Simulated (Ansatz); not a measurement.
A nudged elastic band was laid between two geometries of ClH + H5NSi (9 atoms, charge 0, multiplicity 1).

The calculation used RKS B3LYP/def2-SVP in Ansatz.

```json
{
  "movable images": "7",
  "climbing image": "yes",
  "spring": "5.0 eV/Å²",
  "optimiser": "quadratic models (default)",
  "start path": "through a guess of the saddle point",
  "force threshold": "0.03 eV/Å",
  "iteration limit": "60",
  "end points": "relaxed"
}
```

Image 0:

```xyz
9
Properties=species:S:1:pos:R:3
Si -0.152 0.285 0.076
N 0.090 -0.110 1.783
H -0.750 -0.313 2.326
H 0.673 0.533 2.320
H 1.196 0.424 -0.533
H -0.916 1.551 -0.150
H -0.908 -0.844 -0.528
Cl 1.704 -2.818 1.709
H 1.021 -1.679 1.810
```

Image 8:

```xyz
9
Properties=species:S:1:pos:R:3
Si 0.453 -0.178 -0.496
N -0.232 -0.335 2.528
H -1.143 -0.564 2.930
H 0.163 0.400 3.118
H 0.752 -0.082 -1.956
H 0.577 1.176 0.093
H -0.896 -0.771 -0.337
Cl 1.921 -1.461 0.271
H 0.361 -1.155 2.663
```

Problem. Which bonds break or form, and what moves?

Solution. Bonds broken: Si1–N2, Cl8–H9. Bonds formed: Si1–Cl8, N2–H9. ClH + H5NSi becomes ClH3Si + H3N.

Problem. What energy profile does the band end with?

Solution. The run converged. The highest image is number 3 of 0 to 8, 0.44 eV above the first end and 0.74 eV above the last; the last end lies 0.30 eV below the first. A vibrational analysis at the climbing image gives one clearly imaginary mode, 133i cm⁻¹: a first-order saddle point. The orbitals stay closed-shell, which can raise the energy where a bond breaks towards radicals; this wasn't checked here.

```
image  path coordinate (Å)  energy (eV)  Si1–N2 (Å)  Cl8–H9 (Å)  Si1–Cl8 (Å)
    0                 0.00         0.00        1.77        1.33         3.97
    1                 0.56         0.03        1.78        1.34         3.54
    2                 1.13         0.31        1.83        1.51         3.06
    3                 1.69         0.44        1.92        1.95         2.69
    4                 2.46         0.38        2.05        2.33         2.32
    5                 3.24         0.16        2.26        2.56         2.19
    6                 4.01        -0.20        2.60        2.84         2.12
    7                 4.78        -0.30        3.04        3.11         2.09
    8                 5.55        -0.30        3.11        2.87         2.10
```

Problem. What is the geometry of the highest image?

Solution. 
```xyz
9
Properties=species:S:1:pos:R:3
Si 0.077 -0.094 0.083
N 0.119 -0.194 1.995
H -0.807 -0.198 2.435
H 0.672 0.558 2.418
H 1.373 0.292 -0.510
H -0.723 1.192 0.070
H -0.836 -1.083 -0.524
Cl 1.449 -2.311 0.763
H 0.632 -1.132 2.083
```

Problem. What are the harmonic wavenumbers there?

Solution. 133i, 131, 296, 350, 519, 546, 586, 828, 837, 917, 1011, 1041, 1226, 1532, 1564, 2100, 2272, 2314, 2715, 3463, 3546 cm⁻¹.

The band took 18 iterations and roughly 5 core-minutes.

The run took 5 min on 1 thread of Arm Neoverse V2, with other jobs on the host, peak memory 0.15 GiB.
